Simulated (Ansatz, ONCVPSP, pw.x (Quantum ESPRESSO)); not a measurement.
**pw.x on bcc Ta: one setting changed**

Potential: optimised norm-conserving Vanderbilt (ONCV), ONCVPSP 4.0.1.1 (patched build), PBE; core [Kr] 4d10 4f14, reference 5s2 5p6 5d3 6s1.75 6p0.25; waves: 5s+6s: rc 1.75 bohr, ncon 4, nbas 7, qcut 5.5 1/bohr, 2 projectors; 5p+6p: rc 1.90 bohr, ncon 4, nbas 7, qcut 8.8 1/bohr, 2 projectors; 5d: rc 1.85 bohr, ncon 4, nbas 8, qcut 5.7 1/bohr, 2 projectors, debl 0.6 Ha; local part: polynomial inside 1.20 bohr (lpopt 5, dvloc0 6 Ha); core correction: Teter function fitted to the true core (icmod 2), fcfact 0.46.

The reference run (k-mesh 14³, cutoffs 80/320 Ry, Fermi–Dirac 0.01 Ry, mixing_beta 0.4, conv_thr 1e-9, no spin) gives -0.66 GPa at 18.192 Å³/atom, where all-electron LAPW gives 1.22 GPa. This run, with its own iteration cap, changes smearing to mp.

```
&control
  calculation='scf', prefix='x', pseudo_dir='./', outdir='./tmp', tstress=.true., disk_io='none'
/
&system
  ibrav=0, nat=1, ntyp=1, ecutwfc=80, ecutrho=320, nbnd=14,
  occupations='smearing', smearing='mp', degauss=0.01
/
&electrons
  conv_thr=1e-09, mixing_beta=0.4, electron_maxstep=60
/
ATOMIC_SPECIES
Ta 1.0 Ta.UPF
CELL_PARAMETERS angstrom
  -1.65681297 1.65681297 1.65681297
  1.65681297 -1.65681297 1.65681297
  1.65681297 1.65681297 -1.65681297
ATOMIC_POSITIONS crystal
Ta 0.0000 0.0000 0.0000
K_POINTS automatic
14 14 14 0 0 0
```

```bash
pw.x < Ta.scf.in > Ta.scf.out
```

Task: How does the run end?

Result: It converges in 7 iterations; the free energy moves by +35.6 meV/atom and the pressure by -0.24 GPa. This scheme is built to cancel the term in the square of the width that Fermi–Dirac smearing leaves in the F of a metal.

```
Message from routine setup:
     using ibrav=0 with symmetry is DISCOURAGED, use correct ibrav instead
     lattice parameter (alat)  =       5.4229  a.u.
     unit-cell volume          =     122.7657 (a.u.)^3
     number of electrons       =        13.00
     number of Kohn-Sham states=           14
     kinetic-energy cutoff     =      80.0000  Ry
     charge density cutoff     =     320.0000  Ry
     scf convergence threshold =      1.0E-09
     Exchange-correlation= PBE
     number of k points=   104  Methfessel-Paxton smearing, width (Ry)=  0.0100
     iteration #  1     ecut=    80.00 Ry     beta= 0.40
     total energy              =    -133.14486639 Ry
     estimated scf accuracy    <       0.03196295 Ry
     iteration #  2     ecut=    80.00 Ry     beta= 0.40
     total energy              =    -133.14496310 Ry
     estimated scf accuracy    <       0.00507620 Ry
     iteration #  3     ecut=    80.00 Ry     beta= 0.40
     total energy              =    -133.14567542 Ry
     estimated scf accuracy    <       0.00023640 Ry
     iteration #  4     ecut=    80.00 Ry     beta= 0.40
     total energy              =    -133.14568649 Ry
     estimated scf accuracy    <       0.00000268 Ry
     iteration #  5     ecut=    80.00 Ry     beta= 0.40
     total energy              =    -133.14568669 Ry
     estimated scf accuracy    <       0.00000037 Ry
     iteration #  6     ecut=    80.00 Ry     beta= 0.40
     total energy              =    -133.14568675 Ry
     estimated scf accuracy    <          9.8E-09 Ry
     iteration #  7     ecut=    80.00 Ry     beta= 0.40
     the Fermi energy is    18.1585 ev
!    total energy              =    -133.14568675 Ry
     estimated scf accuracy    <          1.8E-10 Ry
     smearing contrib. (-TS)   =       0.00007606 Ry
     The total energy is F=E-TS. E is the sum of the following terms:
     one-electron contribution =     -17.44074654 Ry
     hartree contribution      =      14.97504834 Ry
     xc contribution           =     -32.46134422 Ry
     ewald contribution        =     -98.21872040 Ry
     convergence has been achieved in   7 iterations
          total   stress  (Ry/bohr**3)                   (kbar)     P=       -9.00
     Message from routine punch:
     Nothing written, as per user request (disk_io='none')
```

The run took about 12 s on one core of a shared host (Intel(R) Xeon(R) 6975P-C, 192 threads, 1512 GiB, load 76).
